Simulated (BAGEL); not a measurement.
# quartet BNH3S at 3 levels

Aim: a comparison of 3 runs (UHF/STO-3G, UHF/3-21G, UHF/6-31G*) of quartet BNH3S. 

Program for the calculation: BAGEL 1.2.2.

## Step 1: The molecule

BNH3S: 6 atoms, total charge 0, spin state quartet. As SMILES of the parent species, `N[B]S`. The shape is that of a PBE0-D4/def2-TZVP optimisation. This is one conformer, not always the lowest. That shape belongs to the parent species and isn't relaxed for this state.

Bond lengths: N1–B2 1.380 Å, B2–S3 1.779 Å, N1–H4 1.005 Å, N1–H5 1.010 Å, S3–H6 1.355 Å. Angles: N1–B2–S3 132.0°, B2–N1–H4 122.5°, B2–N1–H5 124.0°, B2–S3–H6 100.0°, H4–N1–H5 113.6°.

## Step 2: A single-point energy at UHF/STO-3G (density fitting with qzvpp-jkfit) (run 1)

The input, calc.json:

```json
{ "bagel" : [

{
  "title" : "molecule",
  "basis" : "sto-3g",
  "df_basis" : "qzvpp-jkfit",
  "angstrom" : "true",
  "geometry" : [
    { "atom" : "N", "xyz" : [   -0.621200,    0.083000,   -0.756700 ] },
    { "atom" : "B", "xyz" : [   -0.538400,   -0.445500,    0.515700 ] },
    { "atom" : "S", "xyz" : [    0.781100,   -0.475200,    1.709200 ] },
    { "atom" : "H", "xyz" : [   -1.454200,    0.016000,   -1.315600 ] },
    { "atom" : "H", "xyz" : [    0.135500,    0.569200,   -1.216600 ] },
    { "atom" : "H", "xyz" : [    1.739200,    0.188500,    1.017800 ] }
  ]
},
{ "title" : "uhf", "nopen" : 3 },
{ "title" : "print", "file" : "orbitals.molden", "orbitals" : "true" }

]}
```

The run is started by

```sh
$ BAGEL_NUM_THREADS=1 BAGEL calc.json > calc.out
```

Output:

```text
* using 1 threads per process

  ===============================================================
  ===============================================================

  *** Geometry ***

  { "atom" : "N", "xyz" : [     -1.173898,      0.156847,     -1.429956 ] },
  { "atom" : "B", "xyz" : [     -1.017429,     -0.841873,      0.974532 ] },
  { "atom" : "S", "xyz" : [      1.476065,     -0.897998,      3.229920 ] },
  { "atom" : "H", "xyz" : [     -2.748040,      0.030236,     -2.486124 ] },
  { "atom" : "H", "xyz" : [      0.256058,      1.075632,     -2.299041 ] },
  { "atom" : "H", "xyz" : [      3.286612,      0.356213,      1.923363 ] },

  Number of auxiliary basis functions:      334

  Since a DF basis is specified, we compute 2- and 3-index integrals:
    o Being stored without compression. Storage requirement is 0.001 GB

  Number of basis functions:       22
  Number of electrons      :       31

    * METHOD: MOLECULE                             0.08

  *** Open-shell HF ***

  === Nuclear Repulsion ===
    81.7052129035

      * DIIS with orbital gradients will be used.

  === UHF iteration (sto-3g) ===
      0       -472.68182580          0.03221901           0.01
      1       -472.75297719          0.00849132           0.01
      2       -472.76062810          0.00458066           0.01
      3       -472.76274866          0.00251293           0.01
      4       -472.76497479          0.00223197           0.01
      5       -472.76734913          0.00123110           0.01
      6       -472.76808786          0.00095592           0.01
      7       -472.76797434          0.00115364           0.01
      8       -472.76817030          0.00022529           0.01
      9       -472.76817736          0.00004135           0.01
     10       -472.76817771          0.00001437           0.01
     11       -472.76817777          0.00000732           0.02
     12       -472.76817778          0.00000049           0.02
     13       -472.76817778          0.00000013           0.02
     14       -472.76817778          0.00000006           0.01
     15       -472.76817778          0.00000002           0.01
     16       -472.76817778          0.00000001           0.01
     17       -472.76817778          0.00000001           0.01
    * SCF iteration converged.

    * S^2 (UHF) is 3.7553

    * Permanent dipole moment:
           (   -1.438552,    -0.225147,    -0.715290) a.u.

    * METHOD: UHF                                  0.31

    * METHOD: PRINT                                0.00

  ===============================================================
```

Wall time 0.53 s (1 thread of Arm Neoverse V1, shared host); peak memory 0.085 GiB.

## Step 3: The energy at UHF/3-21G (density fitting with qzvpp-jkfit) (run 2)

The input, job.json:

```json
{ "bagel": [

{
  "title": "molecule",
  "basis": "3-21g",
  "df_basis": "qzvpp-jkfit",
  "angstrom": true,
  "geometry": [
    { "atom": "N", "xyz": [      -0.621200,       0.083000,      -0.756700 ] },
    { "atom": "B", "xyz": [      -0.538400,      -0.445500,       0.515700 ] },
    { "atom": "S", "xyz": [       0.781100,      -0.475200,       1.709200 ] },
    { "atom": "H", "xyz": [      -1.454200,       0.016000,      -1.315600 ] },
    { "atom": "H", "xyz": [       0.135500,       0.569200,      -1.216600 ] },
    { "atom": "H", "xyz": [       1.739200,       0.188500,       1.017800 ] }
  ]
},

{ "title": "uhf", "nopen": 3 },

{ "title": "print", "file": "orbitals.molden", "orbitals": true }

]}
```

The run is started by

```sh
$ BAGEL_NUM_THREADS=1 BAGEL job.json > job.out
```

Output:

```text
* using 1 threads per process

  ===============================================================
  ===============================================================

  *** Geometry ***

  { "atom" : "N", "xyz" : [     -1.173898,      0.156847,     -1.429956 ] },
  { "atom" : "B", "xyz" : [     -1.017429,     -0.841873,      0.974532 ] },
  { "atom" : "S", "xyz" : [      1.476065,     -0.897998,      3.229920 ] },
  { "atom" : "H", "xyz" : [     -2.748040,      0.030236,     -2.486124 ] },
  { "atom" : "H", "xyz" : [      0.256058,      1.075632,     -2.299041 ] },
  { "atom" : "H", "xyz" : [      3.286612,      0.356213,      1.923363 ] },

  Number of auxiliary basis functions:      334

  Since a DF basis is specified, we compute 2- and 3-index integrals:
    o Being stored without compression. Storage requirement is 0.004 GB

  Number of basis functions:       37
  Number of electrons      :       31

    * METHOD: MOLECULE                             0.07

  *** Open-shell HF ***

  === Nuclear Repulsion ===
    81.7052129035

      * DIIS with orbital gradients will be used.

  === UHF iteration (3-21g) ===
      0       -475.62722375          0.06059805           0.02
      1       -475.72362250          0.03449269           0.02
      2       -475.74794353          0.02354881           0.02
      3       -475.76153173          0.00214692           0.02
      4       -475.76230352          0.00043852           0.02
      5       -475.76238010          0.00034674           0.02
      6       -475.76241805          0.00032212           0.03
      7       -475.76244988          0.00030807           0.03
      8       -475.76259431          0.00018433           0.02
      9       -475.76266340          0.00008083           0.02
     10       -475.76267644          0.00003731           0.02
     11       -475.76267698          0.00006991           0.02
     12       -475.76267605          0.00009807           0.02
     13       -475.76267930          0.00000982           0.02
     14       -475.76267940          0.00000239           0.02
     15       -475.76267942          0.00000092           0.02
     16       -475.76267942          0.00000040           0.02
     17       -475.76267942          0.00000013           0.02
     18       -475.76267942          0.00000006           0.02
     19       -475.76267942          0.00000003           0.02
     20       -475.76267942          0.00000002           0.02
     21       -475.76267942          0.00000001           0.02
     22       -475.76267942          0.00000001           0.02
    * SCF iteration converged.

    * S^2 (UHF) is 3.7595

    * Permanent dipole moment:
           (   -1.404026,    -0.623934,     0.221032) a.u.

    * METHOD: UHF                                  0.61

    * METHOD: PRINT                                0.00

  ===============================================================
```

Wall time 0.81 s (1 thread of Arm Neoverse V1, shared host); peak memory 0.085 GiB.

## Step 4: The energy at UHF/6-31G(d) (density fitting with qzvpp-jkfit, spherical functions) (run 3)

The input, input.json:

```json
{ "bagel" : [

{
  "title" : "molecule",
  "basis" : "6-31gs.json",
  "df_basis" : "qzvpp-jkfit",
  "angstrom" : true,
  "geometry" : [
    { "atom" : "N", "xyz" : [      -0.621200,       0.083000,      -0.756700 ] },
    { "atom" : "B", "xyz" : [      -0.538400,      -0.445500,       0.515700 ] },
    { "atom" : "S", "xyz" : [       0.781100,      -0.475200,       1.709200 ] },
    { "atom" : "H", "xyz" : [      -1.454200,       0.016000,      -1.315600 ] },
    { "atom" : "H", "xyz" : [       0.135500,       0.569200,      -1.216600 ] },
    { "atom" : "H", "xyz" : [       1.739200,       0.188500,       1.017800 ] }
  ]
},

{
  "title" : "uhf",
  "nopen" : 3
},

{
  "title" : "print",
  "file" : "orbitals.molden",
  "orbitals" : true
}

]}
```

The basis set 6-31G* is read from a file made from the Basis Set Exchange's data (not shown).

The run is started by

```sh
$ BAGEL_NUM_THREADS=1 BAGEL input.json > input.out
```

Output:

```text
* using 1 threads per process

  ===============================================================
  ===============================================================

  *** Geometry ***

  { "atom" : "N", "xyz" : [     -1.173898,      0.156847,     -1.429956 ] },
  { "atom" : "B", "xyz" : [     -1.017429,     -0.841873,      0.974532 ] },
  { "atom" : "S", "xyz" : [      1.476065,     -0.897998,      3.229920 ] },
  { "atom" : "H", "xyz" : [     -2.748040,      0.030236,     -2.486124 ] },
  { "atom" : "H", "xyz" : [      0.256058,      1.075632,     -2.299041 ] },
  { "atom" : "H", "xyz" : [      3.286612,      0.356213,      1.923363 ] },

  Number of auxiliary basis functions:      334

  Since a DF basis is specified, we compute 2- and 3-index integrals:
    o Being stored without compression. Storage requirement is 0.007 GB

  Number of basis functions:       52
  Number of electrons      :       31

    * METHOD: MOLECULE                             0.10

  *** Open-shell HF ***

  === Nuclear Repulsion ===
    81.7052129035

      * DIIS with orbital gradients will be used.

  === UHF iteration (6-31gs.json) ===
      0       -477.93416603          0.06038769           0.03
      1       -478.07104824          0.04105328           0.04
      2       -478.12815310          0.02856030           0.05
      3       -478.17020288          0.00261556           0.04
      4       -478.17206590          0.00117722           0.03
      5       -478.17260726          0.00087377           0.05
      6       -478.17312166          0.00066600           0.04
      7       -478.17356217          0.00023879           0.04
      8       -478.17359361          0.00019736           0.04
      9       -478.17362054          0.00004928           0.05
     10       -478.17362279          0.00001732           0.05
     11       -478.17362332          0.00000468           0.04
     12       -478.17362346          0.00000237           0.04
     13       -478.17362350          0.00000119           0.04
     14       -478.17362351          0.00000059           0.04
     15       -478.17362351          0.00000028           0.04
     16       -478.17362351          0.00000009           0.05
     17       -478.17362351          0.00000006           0.04
     18       -478.17362351          0.00000003           0.04
     19       -478.17362351          0.00000001           0.05
     20       -478.17362351          0.00000001           0.04
    * SCF iteration converged.

    * S^2 (UHF) is 3.7691

    * Permanent dipole moment:
           (   -1.369137,    -0.448476,    -0.148194) a.u.

    * METHOD: UHF                                  1.04

    * METHOD: PRINT                                0.01

  ===============================================================
```

It took 1.3 s on 1 thread of Arm Neoverse V1, shared host; peak memory 0.085 GiB.

## Step 5: The series

```
run                                                               level  energy (Eh)  dipole moment (D)   ⟨S²⟩  wall time
  1                       UHF/STO-3G (density fitting with qzvpp-jkfit)  -472.768178               4.12  3.755     0.53 s
  2                        UHF/3-21G (density fitting with qzvpp-jkfit)  -475.762679               3.95  3.760     0.81 s
  3  UHF/6-31G* (density fitting with qzvpp-jkfit, spherical functions)  -478.173624               3.68  3.769      1.3 s
```

## Step 6: What came out

```
            quantity          value
 run 3: total energy  -478.17362 Eh
run 3: dipole moment         3.68 D
         run 3: ⟨S²⟩          3.769
```

The dipole moment (its size) runs from 3.68 D (UHF/6-31G*) to 4.12 D (UHF/STO-3G). In run 1 the basis is minimal, so the values are rough. All runs together took 2.6 s, the longest 1.3 s.
